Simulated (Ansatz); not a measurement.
Antiferromagnetic bcc Cr: PBE at its full settings (plane-wave cutoff 520 eV, 20×20×20 k mesh, Fermi–Dirac smearing 0.05 eV, spin-polarised with opposed moments, scalar-relativistic PAW data made under PBE) and at cheaper ones, in a cell of 2 atoms with Γ-centred meshes.

| level and setting | lattice constant a (Å) | magnetic moment (μB) |
|---|---|---|
| PBE (Ansatz) | 2.866 | 1.02 |
| PBE (300 eV cutoff) (Ansatz) | 2.869 | 1.00 |
| PBE (6×6×6 k mesh) (Ansatz) | 2.860 | 0.87 |

Largest shifts from the full settings: lattice constant a -0.21 % (PBE (6×6×6 k mesh)), against a difference of -0.38 % of the full result from the reference 2.877 Å (measured, corrected for temperature and zero-point phonon effects; as tabulated in Levämäki et al. (2014), arXiv:1402.3671); magnetic moment -0.15 μB (PBE (6×6×6 k mesh)), against a difference of +0.40 μB of the full result from the reference 0.62 μB (measured, temperature not stated, site moment; the measured ground state is an incommensurate spin density wave; as tabulated in Houchins and Viswanathan (2017), arXiv:1706.00416).

Caveats: the commensurate order stands in for chromium's spin-density wave (PBE, PBE (300 eV cutoff), PBE (6×6×6 k mesh)). Ansatz's density-functional and Hartree–Fock values are scalar-relativistic unless marked +SOC, with PAW data made under PBE.

Run with cheap settings on purpose, which may leave them unconverged: PBE (300 eV cutoff), PBE (6×6×6 k mesh).

Ansatz is an electronic-structure program.
